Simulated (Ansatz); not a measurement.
Chalcopyrite CdGeAs₂, treated with PBE (Ansatz, a program for electronic structure, plane waves, PAW).

Run with plane-wave cutoff 520 eV, 8×8×8 k mesh, Fermi–Dirac smearing 0.01 eV, scalar-relativistic PAW data made under PBE.

Shape and atoms are relaxed at each volume.

Pressure at four volumes; x = ln(V/26.255 Å³). One pressure is withheld.

```csv
V (Å³/atom),x,P (GPa)
25.205,-0.0408,?
25.730,-0.0202,1.12
26.255,0.0000,0.00
27.305,0.0392,-1.88
```

### Question
Pass a parabola P(x) through the three rows shown, estimate the bulk modulus and its pressure derivative near zero pressure, and predict the withheld pressure.

### Answer
Slopes between the rows: (0.00 − (1.12))/(0.0000 − (-0.0202)) = -55.45 and (-1.88 − (0.00))/(0.0392 − (0.0000)) = -47.96 GPa. Their difference over the span 0.0594 is c = 7.49/0.0594 = 126.1 GPa, so P(x) = 1.12 + (-55.45)(x − (-0.0202)) + 126.1 (x − (-0.0202))(x − (0.0000)). At the middle row B = −dP/dx = −[-55.45 + 126.1 × 0.0202] = 52.9 GPa, and B′ = dB/dP = 2c/B = 4.8. At x = -0.0408 the parabola gives 2.37 GPa; the run gives 2.36 GPa. The Birch–Murnaghan fit to the energies at all volumes has B0 = 52.5 GPa and B′ = 4.7.

Measured, for comparison: bulk modulus 69.9 GPa (temperature not stated, no zero-point or thermal correction; as tabulated in Toher et al. (2017), arXiv:1611.05714). Computed less measured: bulk modulus -25 %.

Note: this level leaves the solid without a gap, although one is measured.
